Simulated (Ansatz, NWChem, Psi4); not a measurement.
# A ladder of methods for C2H4Si (ethynylsilane)

C2H4Si: 7 atoms, total charge 0, spin state singlet. As SMILES, `C#C[SiH3]`. The shape is that of a PBE0-D4/def2-TZVP optimisation.

Quantity: the vertical energy of the triplet above the singlet, in eV. The values are calculated.

```json
{"level": "HF/6-311+G**", "kind": "Hartree–Fock", "program": "Ansatz", "value (eV)": "4.47", "less CCSD(T)/6-311+G**": "-1.07"}
{"level": "SVWN5/6-311+G**", "kind": "LDA", "program": "NWChem", "value (eV)": "5.47", "less CCSD(T)/6-311+G**": "-0.07"}
{"level": "BHLYP/6-311+G**", "kind": "global hybrid", "program": "Ansatz", "value (eV)": "5.13", "less CCSD(T)/6-311+G**": "-0.41"}
{"level": "B2PLYP/6-311+G**", "kind": "double hybrid", "program": "Ansatz", "value (eV)": "5.53", "less CCSD(T)/6-311+G**": "-0.01"}
{"level": "DSD-PBEP86/6-311+G** (density fitting for correlation)", "kind": "double hybrid", "program": "Psi4", "value (eV)": "5.59", "less CCSD(T)/6-311+G**": "+0.05"}
{"level": "RPA@PBE0/6-311+G**", "kind": "RPA", "program": "Ansatz", "value (eV)": "5.53", "less CCSD(T)/6-311+G**": "-0.01"}
{"level": "MP2/6-311+G**", "kind": "perturbation theory", "program": "Ansatz", "value (eV)": "5.95", "less CCSD(T)/6-311+G**": "+0.41"}
{"level": "CCSD(T)/6-311+G**", "kind": "coupled cluster or CI", "program": "Ansatz", "value (eV)": "5.54", "less CCSD(T)/6-311+G**": "0.00"}
```

CCSD(T)/6-311+G** is the highest level here, not the true value. The values span 4.47 to 5.95 eV.
